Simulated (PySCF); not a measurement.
An excited-state job on `CCC(F)(F)F` (1,1,1-trifluoropropane).

Computed with TDDFT PBE0/def2-SVPD, vertical, gas phase, core orbitals frozen in the response (PySCF 2.14.0, density-fitted response routines). Geometry: GFN2-xTB. The input is one job of a driver script: a line of settings, then coordinates in Å.

Command:
```bash
OMP_NUM_THREADS=1 python probes_run.py task.json out
```

Input:
```
{"job": {"kind": "uv", "xc": "PBE0", "basis": "def2-SVPD", "nstates": 6, "ntriplets": 2}, "charge": 0, "multiplicity": 1}
C      1.282051    -0.241759    -0.117933
C      0.045748     0.646397    -0.031064
C     -1.209120    -0.188167     0.122140
F     -1.399840    -1.027142    -0.907328
F     -2.313317     0.574114     0.199411
F     -1.193733    -0.943809     1.230570
H      2.170744     0.373595    -0.223724
H      1.212061    -0.905964    -0.976180
H      1.380298    -0.844702     0.781714
H     -0.070511     1.247084    -0.934779
H      0.101043     1.313024     0.831209
```

Task: Estimate the output.

Result: 
```
coarse grid: 9616 points
cycle   1  E = -415.9930440920  dE =  7.248e-01  |g| = 8.148e-01  |ddm| = 3.801e+00
cycle   2  E = -415.8922054393  dE =  1.008e-01  |g| = 1.160e+00  |ddm| = 1.636e+00
cycle   3  E = -416.1122906000  dE = -2.201e-01  |g| = 6.008e-02  |ddm| = 9.385e-01
cycle   4  E = -416.1128734054  dE = -5.828e-04  |g| = 2.953e-02  |ddm| = 8.623e-02
cycle   5  E = -416.1130744332  dE = -2.010e-04  |g| = 3.345e-03  |ddm| = 3.451e-02
cycle   6  E = -416.1130770371  dE = -2.604e-06  |g| = 4.284e-04  |ddm| = 6.115e-03
final grid: 95296 points
cycle   7  E = -416.1698015391  dE = -3.328e-05  |g| = 7.625e-03  |ddm| = 6.293e-02
cycle   8  E = -416.1697939340  dE =  7.605e-06  |g| = 1.009e-02  |ddm| = 1.570e-02
cycle   9  E = -416.1698138283  dE = -1.989e-05  |g| = 6.618e-04  |ddm| = 8.546e-03
cycle  10  E = -416.1698139058  dE = -7.756e-08  |g| = 1.905e-04  |ddm| = 7.576e-04
cycle  11  E = -416.1698139130  dE = -7.120e-09  |g| = 3.529e-05  |ddm| = 2.119e-04
cycle  12  E = -416.1698139132  dE = -2.068e-10  |g| = 1.465e-05  |ddm| = 4.878e-05
converged SCF energy = -416.1698139132

Static polarisability (au): isotropic 40.565, principal 38.188 39.351 44.156

Singlet excitations
state   eV       nm        f      main configurations
  1   9.8033    126.5   0.00491   H->L 0.98
  2   9.8211    126.2   0.00082   H-1->L 0.98
  3  10.4705    118.4   0.00350   H-2->L 0.95
  4  10.6839    116.0   0.07325   H->L+1 0.94
  5  10.7428    115.4   0.08379   H-1->L+1 0.93
  6  11.0452    112.3   0.05201   H->L+2 0.92

Triplet excitations (Tamm-Dancoff, eV): 9.5214 9.5230
```

The SCF starts on a coarse grid where the log names one; the energy can jump when the final grid takes over, and dE then counts from the start density on the new grid. H and L stand for HOMO and LUMO; the number after each pair is its weight.

Task: Give S1 in cm⁻¹ and kJ/mol.

Result: 9.8033 eV × 8065.54 = 79069 cm⁻¹; × 96.485 = 945.9 kJ/mol.

In short: HOMO -10.41 eV, LUMO 0.64 eV; lowest singlet 9.80 eV; lowest triplet 9.52 eV (Tamm–Dancoff); mean polarisability 40.6 au.

Hardware: one thread of an Intel Xeon Platinum 8259CL at 2.50 GHz, on a shared host. Cost: 19 s of wall time, 0.71 GiB resident at most.
Labels such as C1 count atoms from 1, the log's own numbers from 0.
